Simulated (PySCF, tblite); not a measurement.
# C₂H₃+: deprotonation

Wanted: deprotonation for C₂H₃+ (`[CH+]=C`).

Programs: tblite 0.8.0 and PySCF 2.14.0, with routines of our own; each step states its level. All values are computed. Atoms count from 0.

## (1) The system as given

5 atoms, charge 1, multiplicity 1; geometry from: start built from the parent or by distance geometry.

## (2) Relaxing the molecule with GFN2-xTB

What the job is given:

```
{"job": {"kind": "relax", "xc": "GFN2-xTB", "basis": "xTB"}, "charge": 1, "multiplicity": 1}
C      0.785500    -0.117000     0.015600
C     -0.521700     0.010300    -0.036700
H      1.851400     0.044700     0.052100
H     -0.999000     0.995100    -0.050400
H     -1.099000    -0.927400    -0.015000
```

On the command line:

```bash
OMP_NUM_THREADS=1 python redox_run.py task.json out
```

The driver reads the jobs from task.json and runs them one after another.

What it wrote:

```text
step      E/eV     max force
  0    -141.14598    5.643
  1    -141.02455   10.187
  2    -141.38774    1.532
  3    -141.42071    0.660
  4    -141.46058    0.688
  5    -141.47609    0.579
  6    -141.49257    0.322
  7    -141.49739    0.242
  8    -141.50078    0.175
  9    -141.50232    0.162
 10    -141.50400    0.172
 11    -141.50528    0.114
 12    -141.50583    0.046
 13    -141.50595    0.034
 14    -141.50606    0.045
 15    -141.50630    0.072
 16    -141.50670    0.085
 17    -141.50711    0.063
 18    -141.50727    0.025
 19    -141.50730    0.009
```

It took 0.04 s on 1 thread of Arm Neoverse V1, shared host.

Along the way: (the energy doesn't fall at every step)

```tsv
step	energy from step 0 (eV)	largest force (eV/Å)
0	0.0000	5.6426
1	0.1214	10.1868
2	-0.2418	1.5323
3	-0.2747	0.6601
4	-0.3146	0.6883
5	-0.3301	0.5787
6	-0.3466	0.3221
7	-0.3514	0.2416
8	-0.3548	0.1748
9	-0.3563	0.1619
10	-0.3580	0.1724
11	-0.3593	0.1136
12	-0.3598	0.0464
13	-0.3600	0.0344
14	-0.3601	0.0447
15	-0.3603	0.0715
16	-0.3607	0.0848
17	-0.3611	0.0633
18	-0.3613	0.0246
19	-0.3613	0.0090
```

Close pairs (by a distance rule), those that changed most:

```tsv
bond	before (Å)	after (Å)	change (Å)
C0–C1	1.314	1.234	-0.081
C0–H2	1.079	1.072	-0.007
C1–H3	1.094	1.101	+0.006
C1–H4	1.101	1.101	-0.001
```

The final coordinates are the input of the step that follows.

## (3) Infrared spectrum with GFN2-xTB

What the job is given:

```
{"job": {"kind": "ir", "xc": "GFN2-xTB", "basis": "xTB"}, "charge": 1, "multiplicity": 1}
C      0.803887    -0.014218     0.015776
C     -0.428961     0.009949    -0.019619
H      1.875043    -0.035796     0.049947
H     -1.099629     0.881819    -0.056749
H     -1.133097    -0.836049    -0.023725
```

What it wrote:

```text
mode    cm-1     km/mol
  1     441.8    183.83
  2     663.6      1.39
  3     780.3     13.93
  4     871.6    292.05
  5     937.7    290.08
  6    1915.8     64.83
  7    2767.0    351.33
  8    2877.9    325.38
  9    3155.9    125.57
ZPE 86.200  H(298)-E 97.668  G(298)-E 30.727 kJ/mol  S 224.52 J/(mol K)
```

It took 0.07 s on 1 thread of Arm Neoverse V1, shared host.

The strongest bands and the atoms that carry them (share of the mass-weighted mode):

```tsv
cm⁻¹	km/mol	atoms
442	183.8	H4 36 %, H3 36 %, C1 17 %
780	13.9	H2 69 %, C0 23 %
872	292.1	H2 34 %, H3 27 %, H4 27 %, C1 10 %
938	290.1	H3 48 %, H4 47 %
1916	64.8	C1 42 %, C0 41 %
2767	351.3	H4 46 %, H3 45 %
2878	325.4	H3 45 %, H4 44 %
3156	125.6	H2 84 %, C0 13 %
```

## (4) Optimising the geometry at PBE0-D3(BJ)/ma-def2-SVP

What the job is given:

```
{"job": {"xc": "PBE0", "basis": "ma-def2-SVP", "d3": "d3bj", "grid": 1, "kind": "geom"}, "charge": 1, "multiplicity": 1}
C      0.803887    -0.014218     0.015776
C     -0.428961     0.009949    -0.019619
H      1.875043    -0.035796     0.049947
H     -1.099629     0.881819    -0.056749
H     -1.133097    -0.836049    -0.023725
```

What it wrote:

```text
step   0  E = -77.41802288  max force = 0.043014
step   1  E = -77.42231373  max force = 0.006082
step   2  E = -77.42262307  max force = 0.001274
step   3  E = -77.42262425  max force = 0.000060
optimisation converged
```

It took 1.8 s on 1 thread of Arm Neoverse V1, shared host.

Along the way:

```tsv
step	energy from step 0 (eV)	largest force component (eV/Å)
0	0.0000	2.2119
1	-0.1168	0.3127
2	-0.1252	0.0655
3	-0.1252	0.0031
```

Distances of close pairs at the start and the end, largest changes first:

```tsv
bond	before (Å)	after (Å)	change (Å)
C0–C1	1.234	1.262	+0.028
C0–H2	1.072	1.095	+0.023
C1–H3	1.101	1.112	+0.012
C1–H4	1.101	1.112	+0.012
```

The end geometry stands in the next job.

```tsv
at the end point	value
point group (found at 0.08 Å tolerance)	C2v
rotational constants (GHz, main isotopes)	277.8, 32.647, 29.213
```

## (5) Harmonic vibrations (C2H3+): PBE0-D3(BJ)/ma-def2-SVP

What the job is given:

```
{"job": {"xc": "PBE0", "basis": "ma-def2-SVP", "d3": "d3bj", "grid": 2, "kind": "hessian"}, "charge": 1, "multiplicity": 1}
C      0.773735    -0.012874     0.016587
C     -0.487053     0.012109    -0.021370
H      1.867768    -0.034833     0.049503
H     -1.046532     0.972793    -0.056577
H     -1.083694    -0.926696    -0.020471
```

What it wrote:

```text
coarse grid: 4032 points
cycle   1  E = -77.3795164313  dE =  4.077e-01  |g| = 3.031e-01  |ddm| = 2.428e+00
cycle   2  E = -77.3268263837  dE =  5.269e-02  |g| = 5.515e-01  |ddm| = 6.937e-01
cycle   3  E = -77.4094116432  dE = -8.259e-02  |g| = 3.968e-02  |ddm| = 4.392e-01
cycle   4  E = -77.4098453860  dE = -4.337e-04  |g| = 1.209e-02  |ddm| = 6.568e-02
cycle   5  E = -77.4098818624  dE = -3.648e-05  |g| = 3.368e-03  |ddm| = 1.177e-02
cycle   6  E = -77.4098857548  dE = -3.892e-06  |g| = 4.633e-04  |ddm| = 4.252e-03
final grid: 38536 points
cycle   7  E = -77.4226307358  dE = -6.474e-06  |g| = 2.283e-03  |ddm| = 9.664e-03
cycle   8  E = -77.4226313096  dE = -5.738e-07  |g| = 1.866e-03  |ddm| = 4.383e-03
cycle   9  E = -77.4226323237  dE = -1.014e-06  |g| = 8.919e-05  |ddm| = 1.916e-03
cycle  10  E = -77.4226323235  dE =  1.718e-10  |g| = 9.112e-05  |ddm| = 1.521e-04
cycle  11  E = -77.4226323258  dE = -2.303e-09  |g| = 3.766e-06  |ddm| = 7.279e-05
cycle  12  E = -77.4226323258  dE = -4.732e-12  |g| = 2.604e-07  |ddm| = 6.960e-06
converged SCF energy = -77.4226323258

mode    cm-1
  1     240.7
  2     670.2
  3     836.6
  4    1060.9
  5    1131.3
  6    1802.5
  7    3025.1
  8    3094.7
  9    3306.6
ZPE 90.729  H(298)-E 102.603  G(298)-E 34.404 kJ/mol  S 228.74 J/(mol K)
```

It took 9.5 s on 1 thread of Arm Neoverse V1, shared host.

Zero-point energy 90.73 kJ/mol (xTB gave 86.20).

## (6) Single point (C₂H₃+): wB97X-D3(BJ)/ma-def2-TZVP

Geometry: PBE0-D3(BJ)/ma-def2-SVP.

What the job is given:

```
{"job": {"kind": "sp", "xc": "wB97X", "basis": "ma-def2-TZVP", "d3": "d3bj", "grid": 2}, "charge": 1, "multiplicity": 1}
C      0.773735    -0.012874     0.016587
C     -0.487053     0.012109    -0.021370
H      1.867768    -0.034833     0.049503
H     -1.046532     0.972793    -0.056577
H     -1.083694    -0.926696    -0.020471
```

What it wrote:

```text
coarse grid: 4032 points
cycle   1  E = -77.6096652817  dE =  4.409e-01  |g| = 3.437e-01  |ddm| = 1.524e+00
cycle   2  E = -77.6326505436  dE = -2.299e-02  |g| = 2.912e-01  |ddm| = 3.750e-01
cycle   3  E = -77.6520319497  dE = -1.938e-02  |g| = 5.579e-02  |ddm| = 1.835e-01
cycle   4  E = -77.6529356282  dE = -9.037e-04  |g| = 1.950e-02  |ddm| = 5.657e-02
cycle   5  E = -77.6530695480  dE = -1.339e-04  |g| = 4.312e-03  |ddm| = 1.709e-02
cycle   6  E = -77.6530927151  dE = -2.317e-05  |g| = 1.621e-03  |ddm| = 7.611e-03
cycle   7  E = -77.6530956880  dE = -2.973e-06  |g| = 2.007e-04  |ddm| = 2.912e-03
final grid: 38536 points
cycle   8  E = -77.6471946853  dE = -1.178e-05  |g| = 1.008e-03  |ddm| = 2.805e-02
cycle   9  E = -77.6471949144  dE = -2.291e-07  |g| = 3.248e-04  |ddm| = 1.959e-03
cycle  10  E = -77.6471949419  dE = -2.753e-08  |g| = 9.899e-05  |ddm| = 3.633e-04
cycle  11  E = -77.6471949460  dE = -4.088e-09  |g| = 2.032e-05  |ddm| = 9.554e-05
converged SCF energy = -77.6471949460
```

Wall time 0.96 s (1 thread of Arm Neoverse V1, shared host).

## (7) Relaxing the molecule at PBE0-D3(BJ)/ma-def2-SVP

This step treats C₂H₂, `C#C`.

What the job is given:

```
{"job": {"xc": "PBE0", "basis": "ma-def2-SVP", "d3": "d3bj", "grid": 1, "kind": "geom"}, "charge": 0, "multiplicity": 1}
C      0.850209    -0.088246     0.013611
C     -0.304593    -0.388244    -0.024324
H      1.865438     0.176266     0.046880
H     -1.319829    -0.652525    -0.057626
```

What it wrote:

```text
step   0  E = -77.17030659  max force = 0.020563
step   1  E = -77.17180738  max force = 0.004289
step   2  E = -77.17181715  max force = 0.000062
optimisation converged
```

Wall time 0.94 s (1 thread of Arm Neoverse V1, shared host).

The steps of the relaxation:

```tsv
step	energy from step 0 (eV)	largest force component (eV/Å)
0	0.0000	1.0574
1	-0.0408	0.2205
2	-0.0411	0.0032
```

Distances of close pairs at the start and the end, largest changes first:

```tsv
bond	before (Å)	after (Å)	change (Å)
C1–H3	1.050	1.075	+0.026
C0–H2	1.050	1.075	+0.026
C0–C1	1.194	1.210	+0.016
```

The next job starts from the end point, and lists it.

```tsv
at the end point	value
point group (found at 0.08 Å tolerance)	Dinfh
rotational constants (GHz, main isotopes)	34.927, 34.927
dipole moment (D)	0.00
```

## (8) Harmonic vibrations (C2H2): PBE0-D3(BJ)/ma-def2-SVP

What the job is given:

```
{"job": {"xc": "PBE0", "basis": "ma-def2-SVP", "d3": "d3bj", "grid": 2, "kind": "hessian"}, "charge": 0, "multiplicity": 1}
C      0.857654    -0.085196     0.013398
C     -0.312039    -0.391197    -0.024119
H      1.897674     0.186202     0.047072
H     -1.352068    -0.662560    -0.057798
```

What it wrote:

```text
coarse grid: 3416 points
cycle   1  E = -77.1390243142  dE =  8.068e-02  |g| = 2.636e-01  |ddm| = 2.514e+00
cycle   2  E = -77.1443909110  dE = -5.367e-03  |g| = 2.189e-01  |ddm| = 6.506e-01
cycle   3  E = -77.1582619809  dE = -1.387e-02  |g| = 1.209e-02  |ddm| = 2.167e-01
cycle   4  E = -77.1583088730  dE = -4.689e-05  |g| = 1.339e-03  |ddm| = 1.802e-02
cycle   5  E = -77.1583093786  dE = -5.055e-07  |g| = 3.840e-05  |ddm| = 3.662e-03
final grid: 33160 points
cycle   6  E = -77.1718225442  dE = -7.896e-06  |g| = 2.682e-03  |ddm| = 3.289e-02
cycle   7  E = -77.1718231270  dE = -5.828e-07  |g| = 2.387e-03  |ddm| = 5.279e-03
cycle   8  E = -77.1718248397  dE = -1.713e-06  |g| = 5.253e-05  |ddm| = 2.374e-03
cycle   9  E = -77.1718248403  dE = -5.711e-10  |g| = 6.286e-06  |ddm| = 8.748e-05
cycle  10  E = -77.1718248403  dE = -8.015e-12  |g| = 1.149e-06  |ddm| = 9.928e-06
converged SCF energy = -77.1718248403

mode    cm-1
  1     698.7
  2     698.7
  3     777.6
  4     777.6
  5    2075.5
  6    3421.1
  7    3526.0
ZPE 71.627  H(298)-E 81.346  G(298)-E 21.835 kJ/mol  S 199.60 J/(mol K)
```

It took 5.4 s on 1 thread of Arm Neoverse V1, shared host.

Zero-point energy 71.63 kJ/mol (xTB gave 69.50).

## (9) Single point (C₂H₂): wB97X-D3(BJ)/ma-def2-TZVP

Geometry: PBE0-D3(BJ)/ma-def2-SVP.

What the job is given:

```
{"job": {"kind": "sp", "xc": "wB97X", "basis": "ma-def2-TZVP", "d3": "d3bj", "grid": 2}, "charge": 0, "multiplicity": 1}
C      0.857654    -0.085196     0.013398
C     -0.312039    -0.391197    -0.024119
H      1.897674     0.186202     0.047072
H     -1.352068    -0.662560    -0.057798
```

What it wrote:

```text
coarse grid: 3416 points
cycle   1  E = -77.3827588288  dE =  8.102e-02  |g| = 2.278e-01  |ddm| = 1.730e+00
cycle   2  E = -77.3947064249  dE = -1.195e-02  |g| = 1.013e-01  |ddm| = 2.298e-01
cycle   3  E = -77.3971276193  dE = -2.421e-03  |g| = 1.649e-02  |ddm| = 8.033e-02
cycle   4  E = -77.3972137803  dE = -8.616e-05  |g| = 2.320e-03  |ddm| = 4.084e-02
cycle   5  E = -77.3972161772  dE = -2.397e-06  |g| = 2.446e-04  |ddm| = 8.392e-03
final grid: 33160 points
cycle   6  E = -77.3919834402  dE = -1.183e-05  |g| = 1.017e-03  |ddm| = 3.282e-02
cycle   7  E = -77.3919836456  dE = -2.054e-07  |g| = 3.615e-04  |ddm| = 1.461e-03
cycle   8  E = -77.3919836728  dE = -2.713e-08  |g| = 1.003e-04  |ddm| = 5.131e-04
cycle   9  E = -77.3919836757  dE = -2.960e-09  |g| = 1.017e-05  |ddm| = 1.473e-04
converged SCF energy = -77.3919836757
```

Wall time 0.58 s (1 thread of Arm Neoverse V1, shared host).

## (10) Deprotonation: wB97X-D3(BJ)/ma-def2-TZVP

This step combines the energies above: geometries from PBE0-D3(BJ)/ma-def2-SVP, zero-point and thermal terms from PBE0-D3(BJ)/ma-def2-SVP.

What the job is given:

```
{"job": {"kind": "ac", "geom": {"xc": "PBE0", "basis": "ma-def2-SVP", "d3": "d3bj", "grid": 1}, "hess": 1, "level": {"xc": "wB97X", "basis": "ma-def2-TZVP", "d3": "d3bj"}}, "charge": 1, "multiplicity": 1}
C      0.773735    -0.012874     0.016587
C     -0.487053     0.012109    -0.021370
H      1.867768    -0.034833     0.049503
H     -1.046532     0.972793    -0.056577
H     -1.083694    -0.926696    -0.020471
```

Output (the driver's rows laid out field by field):

```text
deprotonation site by site, wB97X-D3(BJ)/ma-def2-TZVP // PBE0-D3(BJ)/ma-def2-SVP

row 1
  formula                 C2H2
  charge                  0
  multiplicity            1
  smiles                  C#C
  kept                    yes
  pieces                  1
  point_group             Dinfh
  atom                    1
  element                 C
  electronic              670.06
  enthalpy                655.0
  free_energy             631.2
  share_gas               1.0

row 2
  formula                 C2H2
  charge                  0
  multiplicity            1
  smiles                  [C]=C
  kept                    yes
  pieces                  1
  point_group             C2v
  atom                    0
  element                 C
  triplet_less_singlet_ev 2.7822
  electronic              843.83
  enthalpy                820.65
  free_energy             789.56
  share_gas               1.805e-28
```

It took 41 s on 1 thread of Arm Neoverse V1, shared host.

Some single points behind these values are not shown above.

Energy needed to remove a proton (kJ/mol, gas phase, 298 K for the thermal columns):

```tsv
site	product	electronic	enthalpy	free energy
C1	C#C	670.1	655.0	631.2
C0	[C]=C	843.8	820.6	789.6
```

## (11) Single point (C2H3+): wavefunction

Geometry: PBE0-D3(BJ)/ma-def2-SVP.

What the job is given:

```
{"job": {"kind": "sp", "xc": "CCSD(T)", "basis": "jun-cc-pV(T+d)Z", "grid": 2}, "charge": 1, "multiplicity": 1}
C      0.773735    -0.012874     0.016587
C     -0.487053     0.012109    -0.021370
H      1.867768    -0.034833     0.049503
H     -1.046532     0.972793    -0.056577
H     -1.083694    -0.926696    -0.020471
```

Level: wavefunction single point, frozen core, gas phase.

What it wrote:

```text
final grid: 38536 points
cycle   1  E = -77.0368165496  dE =  4.897e-01  |g| = 4.337e-01  |ddm| = 1.469e+00
cycle   2  E = -77.1028445730  dE = -6.603e-02  |g| = 1.832e-01  |ddm| = 3.632e-01
cycle   3  E = -77.1122574967  dE = -9.413e-03  |g| = 5.429e-02  |ddm| = 1.162e-01
cycle   4  E = -77.1140583057  dE = -1.801e-03  |g| = 2.574e-02  |ddm| = 5.935e-02
cycle   5  E = -77.1144540131  dE = -3.957e-04  |g| = 1.009e-02  |ddm| = 2.003e-02
cycle   6  E = -77.1145982209  dE = -1.442e-04  |g| = 3.053e-03  |ddm| = 1.764e-02
cycle   7  E = -77.1146070142  dE = -8.793e-06  |g| = 3.715e-04  |ddm| = 5.487e-03
cycle   8  E = -77.1146070787  dE = -6.447e-08  |g| = 7.848e-05  |ddm| = 4.595e-04
cycle   9  E = -77.1146070820  dE = -3.294e-09  |g| = 1.277e-05  |ddm| = 1.049e-04
converged SCF energy = -77.1146070820
E(HF, exact integrals) = -77.1146250048
E(MP2) = -77.3948854178
E(CCSD) = -77.4219146633
E(CCSD(T)) = -77.4355871360
T1 diagnostic = 0.0260
```

Wall time 35 s (1 thread of Arm Neoverse V1, shared host); peak memory 1.9 GiB.

## (12) Single point (C2H2): wavefunction

Geometry: PBE0-D3(BJ)/ma-def2-SVP.

What the job is given:

```
{"job": {"kind": "sp", "xc": "CCSD(T)", "basis": "jun-cc-pV(T+d)Z", "grid": 2}, "charge": 0, "multiplicity": 1}
C      0.857654    -0.085196     0.013398
C     -0.312039    -0.391197    -0.024119
H      1.897674     0.186202     0.047072
H     -1.352068    -0.662560    -0.057798
```

With the program's defaults for keys left out, this is: wavefunction single point, frozen core, gas phase.

What it wrote:

```text
final grid: 33160 points
cycle   1  E = -76.8262597917  dE =  1.428e-01  |g| = 2.447e-01  |ddm| = 1.482e+00
cycle   2  E = -76.8471085783  dE = -2.085e-02  |g| = 5.622e-02  |ddm| = 1.992e-01
cycle   3  E = -76.8484953063  dE = -1.387e-03  |g| = 1.055e-02  |ddm| = 4.915e-02
cycle   4  E = -76.8485389943  dE = -4.369e-05  |g| = 2.133e-03  |ddm| = 1.166e-02
cycle   5  E = -76.8485402767  dE = -1.282e-06  |g| = 3.540e-04  |ddm| = 1.534e-03
cycle   6  E = -76.8485403554  dE = -7.871e-08  |g| = 9.528e-05  |ddm| = 4.479e-04
cycle   7  E = -76.8485403608  dE = -5.418e-09  |g| = 1.056e-05  |ddm| = 1.395e-04
converged SCF energy = -76.8485403608
E(HF, exact integrals) = -76.8485616342
E(MP2) = -77.1603019598
E(CCSD) = -77.1719767279
E(CCSD(T)) = -77.1887762219
T1 diagnostic = 0.0134
```

Run time: 19 s. Hardware: 1 thread of Arm Neoverse V1, shared host; peak memory 1 GiB.

## (13) Deprotonation: CCSD(T)/jun-cc-pV(T+d)Z

This step combines the energies above: geometries from PBE0-D3(BJ)/ma-def2-SVP, zero-point and thermal terms from PBE0-D3(BJ)/ma-def2-SVP.

What the job is given:

```
{"job": {"kind": "ac", "geom": {"xc": "PBE0", "basis": "ma-def2-SVP", "d3": "d3bj", "grid": 1}, "hess": 1, "level": {"xc": "CCSD(T)", "basis": "jun-cc-pV(T+d)Z"}}, "charge": 1, "multiplicity": 1}
C      0.773735    -0.012874     0.016587
C     -0.487053     0.012109    -0.021370
H      1.867768    -0.034833     0.049503
H     -1.046532     0.972793    -0.056577
H     -1.083694    -0.926696    -0.020471
```

Output (the driver's rows laid out field by field):

```text
deprotonation site by site, CCSD(T)/jun-cc-pV(T+d)Z // PBE0-D3(BJ)/ma-def2-SVP

row 1
  formula                 C2H2
  charge                  0
  multiplicity            1
  smiles                  C#C
  kept                    yes
  pieces                  1
  point_group             Dinfh
  atom                    1
  element                 C
  electronic              648.0
  enthalpy                632.94
  free_energy             609.15
  share_gas               1.0

row 2
  formula                 C2H2
  charge                  0
  multiplicity            1
  smiles                  [C]=C
  kept                    yes
  pieces                  1
  point_group             C2v
  atom                    0
  element                 C
  triplet_less_singlet_ev 2.7822
  electronic              831.64
  enthalpy                808.45
  free_energy             777.36
  share_gas               3.395e-30
```

It took 78 s on 1 thread of Arm Neoverse V1, shared host; peak memory 1 GiB.

Some single points behind these values are not shown above.

Energy needed to remove a proton (kJ/mol, gas phase, 298 K for the thermal columns):

```tsv
site	product	electronic	enthalpy	free energy
C1	C#C	648.0	632.9	609.1
C0	[C]=C	831.6	808.5	777.4
```

## (14) Single point (C2H3+): wavefunction

Geometry: PBE0-D3(BJ)/ma-def2-SVP.

What the job is given:

```
{"job": {"kind": "sp", "xc": "MP2", "basis": "jun-cc-pV(T+d)Z", "grid": 2}, "charge": 1, "multiplicity": 1}
C      0.773735    -0.012874     0.016587
C     -0.487053     0.012109    -0.021370
H      1.867768    -0.034833     0.049503
H     -1.046532     0.972793    -0.056577
H     -1.083694    -0.926696    -0.020471
```

With the program's defaults for keys left out, this is: wavefunction single point, frozen core, gas phase.

What it wrote:

```text
final grid: 38536 points
cycle   1  E = -77.0368165496  dE =  4.897e-01  |g| = 4.337e-01  |ddm| = 1.469e+00
cycle   2  E = -77.1028445730  dE = -6.603e-02  |g| = 1.832e-01  |ddm| = 3.632e-01
cycle   3  E = -77.1122574967  dE = -9.413e-03  |g| = 5.429e-02  |ddm| = 1.162e-01
cycle   4  E = -77.1140583057  dE = -1.801e-03  |g| = 2.574e-02  |ddm| = 5.935e-02
cycle   5  E = -77.1144540131  dE = -3.957e-04  |g| = 1.009e-02  |ddm| = 2.003e-02
cycle   6  E = -77.1145982209  dE = -1.442e-04  |g| = 3.053e-03  |ddm| = 1.764e-02
cycle   7  E = -77.1146070142  dE = -8.793e-06  |g| = 3.715e-04  |ddm| = 5.487e-03
cycle   8  E = -77.1146070787  dE = -6.447e-08  |g| = 7.848e-05  |ddm| = 4.595e-04
cycle   9  E = -77.1146070820  dE = -3.294e-09  |g| = 1.277e-05  |ddm| = 1.049e-04
converged SCF energy = -77.1146070820
E(HF, exact integrals) = -77.1146250048
E(MP2) = -77.3948854579
```

Wall time 3.1 s (1 thread of Arm Neoverse V1, shared host).

## (15) Single point (C₂H₂): wavefunction

Geometry: PBE0-D3(BJ)/ma-def2-SVP.

What the job is given:

```
{"job": {"kind": "sp", "xc": "MP2", "basis": "jun-cc-pV(T+d)Z", "grid": 2}, "charge": 0, "multiplicity": 1}
C      0.857654    -0.085196     0.013398
C     -0.312039    -0.391197    -0.024119
H      1.897674     0.186202     0.047072
H     -1.352068    -0.662560    -0.057798
```

Level: wavefunction single point, frozen core, gas phase.

What it wrote:

```text
final grid: 33160 points
cycle   1  E = -76.8262597917  dE =  1.428e-01  |g| = 2.447e-01  |ddm| = 1.482e+00
cycle   2  E = -76.8471085783  dE = -2.085e-02  |g| = 5.622e-02  |ddm| = 1.992e-01
cycle   3  E = -76.8484953063  dE = -1.387e-03  |g| = 1.055e-02  |ddm| = 4.915e-02
cycle   4  E = -76.8485389943  dE = -4.369e-05  |g| = 2.133e-03  |ddm| = 1.166e-02
cycle   5  E = -76.8485402767  dE = -1.282e-06  |g| = 3.540e-04  |ddm| = 1.534e-03
cycle   6  E = -76.8485403554  dE = -7.871e-08  |g| = 9.528e-05  |ddm| = 4.479e-04
cycle   7  E = -76.8485403608  dE = -5.418e-09  |g| = 1.056e-05  |ddm| = 1.395e-04
converged SCF energy = -76.8485403608
E(HF, exact integrals) = -76.8485616342
E(MP2) = -77.1603020977
```

It took 2.1 s on 1 thread of Arm Neoverse V1, shared host.

[end of part 1 of 2]
